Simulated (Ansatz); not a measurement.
Rutile SnO₂, treated with r²SCAN (plane waves, PAW; Ansatz, a first-principles code).

A relaxed, unreconstructed slab of the (100) face has 18 atoms, two equal faces of 15.236 Å² each and an energy of -43054.5014 eV. A bulk cell of 6 atoms with the same orientation and in-plane k mesh has -14352.4278 eV. Energies are extrapolated to zero smearing.

Numerical settings: plane-wave cutoff 500 eV, 6×8×1 k mesh (along the axes of the cell as run), gaussian smearing 0.02 eV, scalar-relativistic PAW data made under PBE.

Worked out: γ = (E_slab − N E_bulk per atom)/2A = [-43054.5014 − 18 × (-14352.4278/6)]/(2 × 15.236) = 0.0913 eV/Å². With 16.022 J/m² per eV/Å² this is 1.46 J/m², or 1.39 eV per surface cell and face.
